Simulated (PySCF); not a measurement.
Question: What does the GFN2-xTB structure of `c1(sccc1)F` look like in three dimensions?

Answer: 
```xyz
9
C4H3FS angstrom
F      2.5940    0.3786    0.1756
C      1.2657    0.2988    0.0932
C      0.5319   -0.8319   -0.0400
C     -0.8514   -0.5381   -0.0949
C     -1.1157    0.7876   -0.0030
S      0.3120    1.7394    0.1549
H      0.9560   -1.8166   -0.0956
H     -1.6113   -1.2907   -0.1984
H     -2.0676    1.2789   -0.0169
```

Orientation and origin are arbitrary. Atoms count from 1 in this order. The 6 heavy atoms lie in one plane (0.000 Å rms). The 3 C–C bonds span 1.355 Å (C2–C3, aromatic) to 1.415 Å (C3–C4, aromatic), a spread of 0.060 Å. The 5-membered ring C2–C3–C4–C5–S6 has internal angles of 89.6° to 113.6° (sum 540°, against 540° for a flat polygon); it is planar, 0.00 Å rms from its mean plane, widest ring torsion 0°.

Bonds between heavy atoms (Å): F1–C2 1.333, C2–C3 1.355, C3–C4 1.415, C4–C5 1.355, C5–S6 1.723, C2–S6 1.729.

Computed geometry: GFN2-xTB, gas phase.

Point group: Cs (every atom within 0.08 Å of its image). Whether it is a minimum is left open (no frequencies).
